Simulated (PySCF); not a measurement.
**Static response to an electric field**

FHO.
Geometry (GFN2-xTB, Å), atoms numbered from 1 in this order:
```xyz
3
FHO angstrom
O     -0.1922    0.4637   -0.0022
F      1.0275   -0.1925   -0.0116
H     -0.8238   -0.2737    0.0012
```

The species is `FO` (FHO).

Level: wB97X-D/def2-SVPD (PySCF), static field, nuclei fixed, core orbitals frozen in the response. The polarisability tensor in these axes (au):

```
x   14.10 -1.28 -0.04
y   -1.28 10.29  0.01
z   -0.04  0.01  8.87
```

Question: Give the principal values, the mean and the anisotropy Δα = √{½[(α1 − α2)² + (α2 − α3)² + (α1 − α3)²]}.

Answer: Principal values 8.87, 9.90 and 14.49 au; mean 11.09 au = 1.64 Å³ = 1.83 × 10⁻⁴⁰ C²·m²/J; Δα = 5.19 au (47 % of the mean).

Question: What is the dipole moment, and where does it point?

Answer: (-1.63, -1.09, 0.01) D, 1.96 D in size, pointing from the negative to the positive side. Measured along this direction, the outermost atoms are F2 at the negative end and H3 at the positive end.

Question: Sum over states: ᾱ = Σ f/ω², ω in Eh. What share falls to these 8 lowest TDDFT singlets (eV, f)? 5.46, 0.0002; 7.41, 0.0066; 8.15, 0.0119; 10.08, 0.0002; 10.23, 0.0230; 10.69, 0.0060; 11.19, 0.1023; 11.19, 0.0143.

Answer: They add up to 1.12 au, 10.1 % of the 11.09 au; the largest single term is 0.61 au, from the state at 11.19 eV. Terms in order: 0.01, 0.09, 0.13, 0.00, 0.16, 0.04, 0.61, 0.08 au. Higher excitations give the rest. The strengths listed sum to 0.165.

Question: Directions of the eigenvectors, and the extent of the frame along each?

Answer: Largest value along (0.96, -0.29, -0.01), where the nuclei span 1.75 Å; middle along (0.29, 0.96, 0.00), 0.89 Å; least along (0.01, 0.00, 1.00), 0.00 Å. The response follows the extents in order.

Question: Traceless (Buckingham) quadrupole moment about the centre of nuclear charge: eigenvalues?

Answer: -1.90, -1.75, 3.65 D·Å. The values depend on the origin, since the dipole doesn't vanish. The electronic extent ⟨r²⟩ about the same centre is 58 bohr², a root-mean-square distance of 0.95 Å for the 18 electrons.

Question: Rayleigh depolarisation ratio (linearly polarised light, static tensor)?

Answer: ρ = 3Δα²/(45ᾱ² + 4Δα²) = 80.7/(5530 + 107.6) = 0.0143.

Geometry: GFN2-xTB; no solvent, vibrations or thermal averaging.

The pairwise dispersion term of wB97X-D wasn't added to the energies; at a given geometry it leaves orbitals and properties as they are.
